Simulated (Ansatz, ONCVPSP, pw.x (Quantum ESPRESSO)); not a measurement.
**What a changed setting does to a pw.x run (diamond Si)**

Potential: optimised norm-conserving Vanderbilt (ONCV), ONCVPSP 4.0.1, LDA (Perdew-Wang 92); core [Ne], reference 3s2 3p2; waves: 3s: rc 1.80 bohr, ncon 4, nbas 8, qcut 4.3 1/bohr, 2 projectors, debl 2.9 Ha; 3p: rc 1.80 bohr, ncon 4, nbas 7, qcut 4.1 1/bohr, local; d scattering state at 0.29 Ha: rc 2.00 bohr, ncon 4, nbas 9, qcut 4.6 1/bohr, 1 projector; local part: the p channel; core correction: Teter function, fcfact 3, rcfact 1.4.

The reference run (k-mesh 9³, cutoffs 50/200 Ry, Fermi–Dirac 0.01 Ry, mixing_beta 0.4, conv_thr 1e-9, no spin) gives -0.22 GPa at 19.694 Å³/atom, where all-electron LAPW gives -0.03 GPa. This run, with its own iteration cap, changes smearing to mp.

```
&control
  calculation='scf', prefix='x', pseudo_dir='./', outdir='./tmp', tstress=.true., disk_io='none'
/
&system
  ibrav=0, nat=2, ntyp=1, ecutwfc=50, ecutrho=200, nbnd=11,
  occupations='smearing', smearing='mp', degauss=0.01
/
&electrons
  conv_thr=1e-09, mixing_beta=0.4, electron_maxstep=50
/
ATOMIC_SPECIES
Si 1.0 Si.UPF
CELL_PARAMETERS angstrom
  0.00000000 2.70050288 2.70050288
  2.70050288 0.00000000 2.70050288
  2.70050288 2.70050288 0.00000000
ATOMIC_POSITIONS crystal
Si 0.0000 0.0000 0.0000
Si 0.2500 0.2500 0.2500
K_POINTS automatic
9 9 9 0 0 0
```

```bash
pw.x < Si.scf.in > Si.scf.out
```

Task: How does the run end?

Result: It converges in 7 iterations; the free energy moves by +0.7 meV/atom and the pressure by +0.03 GPa. The result is that of the reference run. This scheme is built to cancel the term in the square of the width that Fermi–Dirac smearing leaves in the F of a metal.

```
Message from routine setup:
     using ibrav=0 with symmetry is DISCOURAGED, use correct ibrav instead
     lattice parameter (alat)  =       7.2170  a.u.
     unit-cell volume          =     265.8034 (a.u.)^3
     number of electrons       =         8.00
     number of Kohn-Sham states=           11
     kinetic-energy cutoff     =      50.0000  Ry
     charge density cutoff     =     200.0000  Ry
     scf convergence threshold =      1.0E-09
     Exchange-correlation= SLA  PW   NOGX NOGC
     number of k points=    35  Methfessel-Paxton smearing, width (Ry)=  0.0100
     iteration #  1     ecut=    50.00 Ry     beta= 0.40
     total energy              =     -16.87636339 Ry
     estimated scf accuracy    <       0.06037237 Ry
     iteration #  2     ecut=    50.00 Ry     beta= 0.40
     total energy              =     -16.87231667 Ry
     estimated scf accuracy    <       0.01554636 Ry
     iteration #  3     ecut=    50.00 Ry     beta= 0.40
     total energy              =     -16.87328242 Ry
     estimated scf accuracy    <       0.00026433 Ry
     iteration #  4     ecut=    50.00 Ry     beta= 0.40
     c_bands:  1 eigenvalues not converged
     total energy              =     -16.87330663 Ry
     estimated scf accuracy    <       0.00000321 Ry
     iteration #  5     ecut=    50.00 Ry     beta= 0.40
     total energy              =     -16.87330740 Ry
     estimated scf accuracy    <       0.00000021 Ry
     iteration #  6     ecut=    50.00 Ry     beta= 0.40
     total energy              =     -16.87330741 Ry
     estimated scf accuracy    <          6.7E-09 Ry
     iteration #  7     ecut=    50.00 Ry     beta= 0.40
     the Fermi energy is     6.4254 ev
!    total energy              =     -16.87330741 Ry
     estimated scf accuracy    <          4.2E-10 Ry
     smearing contrib. (-TS)   =       0.00000822 Ry
     The total energy is F=E-TS. E is the sum of the following terms:
     one-electron contribution =       4.97918847 Ry
     hartree contribution      =       1.07916514 Ry
     xc contribution           =      -6.04254363 Ry
     ewald contribution        =     -16.88912561 Ry
     convergence has been achieved in   7 iterations
          total   stress  (Ry/bohr**3)                   (kbar)     P=       -1.90
     Message from routine punch:
     Nothing written, as per user request (disk_io='none')
```

The run took about 8.4 s on one core of a shared host (AMD EPYC 7R43 64-Core Processor, 256 threads, 1004 GiB, load 144).
